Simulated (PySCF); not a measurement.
Ligands exchanged one at a time, Al F-Br. All species are isolated molecules in the gas phase. Strings in code marks are SMILES.

The vertical ionisation energy (Delta-SCF) from two functionals at the same geometries (B3LYP-D3(BJ)/def2-TZVP), both in PySCF: PBE-D3(BJ)/def2-TZVP and B3LYP-D3(BJ)/def2-TZVP. B3LYP has the VWN-RPA correlation part, as in Gaussian. Delta-SCF ions had no search for a lower state. 

```csv
species,PBE-D3(BJ)/def2-TZVP (eV)
0 of 3 F replaced by Br,13.52
1 of 3 F replaced by Br (`[F][Al]([F])[Br]`),11.55
2 of 3 F replaced by Br (`[F][Al]([Br])[Br]`),10.56
```

What does B3LYP-D3(BJ)/def2-TZVP give for each?


- 0 of 3 F replaced by Br: 14.32
- 1 of 3 F replaced by Br (`[F][Al]([F])[Br]`): 11.87
- 2 of 3 F replaced by Br (`[F][Al]([Br])[Br]`): 10.92
Over these rows, drawn at random from the members with no instability flagged (it was tested for open shells, ions and some series alone), PBE minus B3LYP-D3(BJ): mean -0.49 eV, from -0.80 eV to -0.32 eV.
